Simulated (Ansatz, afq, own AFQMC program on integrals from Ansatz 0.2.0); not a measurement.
# Where AFQMC and coupled cluster stand for BSiH$_{2}$, quartet

```yaml
atoms:
  - { symbol: Si, position_ang: [0.0000, -0.4985, 2.6227] }
  - { symbol: B, position_ang: [0.0000, -0.5355, -2.6521] }
  - { symbol: H, position_ang: [0.0000, 0.7197, 3.5183] }
  - { symbol: H, position_ang: [0.0000, 0.3143, -3.4889] }
```

Connectivity, by distances: SiH ··· BH.

Basis cc-pVDZ. Noble-gas cores (and the filled d shells of Ga–Kr and In–Xe) are frozen. AFQMC by an in-house program on the Cholesky factors that Ansatz 0.2.0 writes for its CCSD(T) run. ph-AFQMC/CISD is guided by a CISD state made of CCSD amplitudes; releasing the constraint for a short imaginary time cuts its bias at the price of noise, slowly where states lie close. Error bars are statistical, one sigma.

Determinant: UHF, the one that the program's search chose, which needn't be the lowest solution. The geometry is a point of a scan.

No full CI on the walks' own integrals is used here; CCSDT(Q) serves as the reference and is uncertain by about the last step of the cluster series.

Cautions: lower spins were not checked.

```
T1 diagnostic                               : 0.0170
weight of the determinant in the CISD state : 0.892
⟨S²⟩ of the determinant                     : 3.768
size of the correlated space                : 9 electrons in 36 orbitals
```

```json
{"level": "MP2", "correlation energy (eV)": "-2.8581"}
{"level": "CCSD", "correlation energy (eV)": "-3.9133"}
{"level": "CCSD(T)", "correlation energy (eV)": "-3.9808"}
```

Problem. Estimate where AFQMC with the constraint released lies against CCSD(T) on the same integrals.

Solution. 0.58 ± 0.20 kcal/mol below CCSD(T).

Reference: CCSDT(Q), correlation energy -4.007 eV. The released energy is read at 2.40 1/Eh (meV from the phaseless value at times in 1/Eh: -7 ± 9 at 0.24, -10 ± 7 at 0.51, -7 ± 5 at 0.99, -20 ± 7 at 1.62, -13 ± 9 at 2.40).

```
         level  E − E(reference) (kcal/mol)  share of correlation (%)
       CCSD(T)                         0.59                     99.36
         CCSDT                         0.04                     99.96
 ph-AFQMC/CISD                  0.32 ± 0.14                     99.66
released AFQMC                  0.02 ± 0.20                     99.98
```

A walk keeps the symmetry of its determinant, which the program's search chose and which needn't be the lowest solution, so a lower state of the same spin and another symmetry isn't excluded. Released energies are given only where the last usable release times agree within the noise; a slower fall can still hide under it.
